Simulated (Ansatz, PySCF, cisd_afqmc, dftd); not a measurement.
Species: C2H4Cl, charge 0, doublet. C2H4Cl (SMILES Cl[CH]C, doublet).
B3LYP-D3(BJ)/def2-TZVP minimum from Ansatz (a quantum-chemistry and plane-wave program):
```
C
H 1 1.0912
H 1 1.0933 2 108.56
H 1 1.0987 2 107.78 3 -115.43
C 1 1.4786 2 109.97 4 -122.43
H 5 1.0789 1 123.97 2 25.15
Cl 5 1.7172 6 114.58 1 -163.45
```
Charge 0, spin multiplicity 2.

Quantity: enthalpy of formation at 298 K (by atomisation, with ideal-gas terms from PySCF's Hessian at B3LYP-D3(BJ)/def2-TZVP and the atoms' measured values of the G2/97 table; no spin-orbit terms), in kcal/mol. Open shells are spin-unrestricted; no spin-orbit coupling. Correlated methods leave the cores frozen. Rows without X2C or -DK are non-relativistic. AFQMC/CISD: phaseless, guided by CISD from CCSD amplitudes; bars are statistical, one sigma. Outlying blocks are dropped, and bars are widened where a walk drifts. Over all cases where full CI ran beside it in this data, AFQMC minus full CI had a median of +0.1 mEh and passed +0.4 mEh in a tenth of the cases. CBS(X,Y): correlation extrapolated as X^-3, Hartree-Fock from the larger set. A bracket is a step between two methods taken in the basis named. The functionals are non-relativistic, so their misses hold any scalar relativity. Double hybrids freeze cores in their MP2 part. '+ core + X2C': CCSD(T) terms for core correlation (cc-pwCVTZ, 1s frozen past Ne) and scalar relativity (cc-pVTZ-DK). Where a partner has so few electrons that a lower coupled-cluster level is exact, that level stands in.

| level | program | enthalpy of formation at 298 K (kcal/mol) | difference against the last row |
|---|---|---|---|
| HF/aug-cc-pV(T+d)Z | Ansatz | 163.9 | 147.0 |
| PBE-D3(BJ)/def2-TZVPD | Ansatz + dftd3 | 1.3 | -15.6 |
| B3LYP-D3(BJ)/def2-TZVPD | Ansatz + dftd3 | 16.0 | -0.9 |
| PBE0-D3(BJ)/def2-TZVPD | Ansatz + dftd3 | 9.8 | -7.1 |
| wB97X-V/def2-TZVPD | Ansatz | 16.9 | 0.0 |
| B2GP-PLYP-D3(BJ)/def2-TZVPD | Ansatz + dftd3 | 24.9 | 8.0 |
| B2GP-PLYP-D4/def2-TZVPD | Ansatz + dftd4 | 25.5 | 8.6 |
| MP2/cc-pV(T+d)Z | Ansatz | 27.1 | 10.2 |
| CCSD/cc-pV(Q+d)Z | Ansatz | 33.1 | 16.2 |
| CCSD(T)/aug-cc-pV(D+d)Z | Ansatz | 56.9 | 40.0 |
| CCSD(T)/CBS(cc-pV(T+d)Z,cc-pV(Q+d)Z) | Ansatz | 19.1 | 2.2 |
| CCSDT(Q)/cc-pV(D+d)Z | Ansatz | 61.1 | 44.2 |
| AFQMC/CISD/cc-pV(D+d)Z | cisd_afqmc | 60.8 ± 0.3 | 43.9 |
| CCSD(T)/CBS(cc-pV(T+d)Z,cc-pV(Q+d)Z) + [AFQMC/CISD - CCSD(T)]/cc-pV(D+d)Z + core + X2C | Ansatz + cisd_afqmc | 16.7 ± 0.3 | -0.2 |
| CCSD(T)/CBS(cc-pV(T+d)Z,cc-pV(Q+d)Z) + [CCSDT(Q) - CCSD(T)]/cc-pV(D+d)Z + core + X2C | Ansatz | 16.9 | 0.0 |
